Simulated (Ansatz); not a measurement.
A nudged elastic band was laid between two geometries of CH5ClSi (8 atoms, charge 0, multiplicity 1).

All numbers below come from RKS B3LYP-D4/def2-SVP in Ansatz 0.2.0.

```yaml
movable_images: 5
climbing_image: yes
spring: 5.0 eV/Å²
optimiser: quadratic models (default)
start_path: through a guess of the saddle point
force_threshold: 0.05 eV/Å
iteration_limit: 60
end_points: relaxed
```

First end point:

```xyz
8
Properties=species:S:1:pos:R:3
Si 0.265 0.039 0.019
Cl 0.226 -0.084 2.103
H 1.684 0.191 -0.402
C -0.767 1.501 -0.533
H -1.812 1.390 -0.202
H -0.370 2.437 -0.110
H -0.758 1.586 -1.632
H -0.275 -1.240 -0.519
```

Last end point:

```xyz
8
Properties=species:S:1:pos:R:3
Si 0.052 -0.171 -0.676
Cl 1.610 0.255 1.730
H 1.756 -0.137 0.439
C -0.889 1.484 -0.683
H -1.754 1.368 -1.366
H -1.304 1.730 0.309
H -0.278 2.325 -1.043
H -0.999 -1.034 0.013
```

Question: What changes between the two ends?

Answer: Bonds broken: Si1–Cl2, Si1–H3. Bonds formed: Cl2–H3. CH5ClSi becomes CH4Si + ClH.

Question: What energy profile does the band end with?

Answer: It converged. The highest image is number 5 of 0 to 6, 3.12 eV above the first end and 0.00 eV above the last; the last end lies 3.12 eV above the first. Neighbouring images differ by up to 2.5 eV, so the band resolves the path poorly. The top lies less than 8 meV above the higher end, about what the thresholds resolve: that end is a shoulder or a very shallow well. A vibrational analysis at the climbing image gives one clearly imaginary mode, 170i cm⁻¹: a first-order saddle point. The orbitals stay closed-shell, which can raise the energy where a bond breaks towards radicals; this wasn't checked here.

```json
{"image": "0", "path coordinate (Å)": "0.00", "energy (eV)": "0.00", "Si1–Cl2 (Å)": "2.09", "Si1–H3 (Å)": "1.49", "Cl2–H3 (Å)": "2.91"}
{"image": "1", "path coordinate (Å)": "1.16", "energy (eV)": "0.06", "Si1–Cl2 (Å)": "2.09", "Si1–H3 (Å)": "1.49", "Cl2–H3 (Å)": "2.90"}
{"image": "2", "path coordinate (Å)": "2.32", "energy (eV)": "0.04", "Si1–Cl2 (Å)": "2.09", "Si1–H3 (Å)": "1.49", "Cl2–H3 (Å)": "2.91"}
{"image": "3", "path coordinate (Å)": "3.48", "energy (eV)": "0.01", "Si1–Cl2 (Å)": "2.09", "Si1–H3 (Å)": "1.49", "Cl2–H3 (Å)": "2.92"}
{"image": "4", "path coordinate (Å)": "4.64", "energy (eV)": "0.58", "Si1–Cl2 (Å)": "2.14", "Si1–H3 (Å)": "1.47", "Cl2–H3 (Å)": "2.42"}
{"image": "5", "path coordinate (Å)": "5.80", "energy (eV)": "3.12", "Si1–Cl2 (Å)": "2.80", "Si1–H3 (Å)": "1.88", "Cl2–H3 (Å)": "1.41"}
{"image": "6", "path coordinate (Å)": "5.96", "energy (eV)": "3.12", "Si1–Cl2 (Å)": "2.90", "Si1–H3 (Å)": "2.04", "Cl2–H3 (Å)": "1.36"}
```

Question: What is the geometry of the highest image?

Answer: 
```xyz
8
Properties=species:S:1:pos:R:3
Si 0.054 -0.178 -0.612
Cl 1.580 0.279 1.688
H 1.672 -0.147 0.351
C -0.871 1.482 -0.676
H -1.723 1.365 -1.373
H -1.294 1.754 0.305
H -0.240 2.305 -1.042
H -0.986 -1.040 0.082
```

The band took 16 iterations and of the order of 3 core-minutes.

Time of the run: 3.2 min on 1 thread of Arm Neoverse V2 (shared host), peak memory 0.16 GiB.
